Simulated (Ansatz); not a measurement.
Relaxed structures of CH4BN, closed shell (PBE0-D4/def2-TZVP; forces vanish, vibrations not checked; lower isomers may exist, and structures with a doubtful reference or unclear bonds are left out; Å). Ansatz 0.2.0; basis: def2-TZVPP; cores frozen in the correlated methods.

Problem. Rank them by CCSD(T) energy, lowest first, and give each one's height above the lowest. Links in brackets join atoms within 1.22 times the sum of their covalent radii (1.1 for two metals). (To be estimated.)
A.
CH₄BN ([BH][NH][CH2])
```
7
angstrom
B -0.7887 0.1321 -0.9129
N 0.0479 0.2185 0.2133
C 1.0594 -0.4078 0.7975
H -1.9247 -0.2271 -0.8172
H -0.1383 1.1413 0.6175
H 1.3935 -1.3512 0.3974
H 1.5883 0.0788 1.5998
```
B.
CH₄BN ([BH2][C][NH2])
```
7
angstrom
B -1.0278 0.3843 -0.7818
N 1.0089 -0.3771 0.7673
C 0.0382 -0.0140 0.0287
H -2.0673 -0.2012 -0.6895
H -0.8632 1.2962 -1.5389
H 1.6815 -1.0818 0.4794
H 1.1709 0.0155 1.6900
```
C.
CH₄BN ([BH2][N][CH2])
```
7
angstrom
B -0.9938 0.3714 -0.7557
N 0.0369 -0.0141 0.0277
C 0.9833 -0.3675 0.7476
H -2.0343 -0.2126 -0.6634
H -0.8290 1.2827 -1.5136
H 1.6964 -1.1290 0.4192
H 1.1404 0.0690 1.7382
```
D.
CH₄BN ([BH3][N][CH])
```
7
angstrom
B -0.8516 0.1055 -0.9648
N 0.2744 -0.2433 0.0075
C 1.1146 -0.5037 0.7329
H -1.8764 -0.1285 -0.3660
H -0.7042 1.2793 -1.2183
H 1.9012 -0.7476 1.4120
H -0.6830 -0.6145 -1.9223
```

Solution. Computed: C (0.000 eV), D (0.976 eV), B (1.557 eV), A (3.090 eV). Heights count from the lowest.

No T1 diagnostic of these runs exceeds 0.025. The restricted Hartree–Fock reference is unstable towards an unrestricted one at one or more of these structures.

For scale, one of the runs: CCSD(T)/def2-TZVPP, 149 basis functions, launched by `ansatz run in.yaml --threads 2 --pin off --events-out ev --progress --plain --max-ram 4352MiB`. The run took 18 s on 2 CPU threads of an Arm Neoverse V1 (shared host), with 0.98 GiB of host memory at its peak.
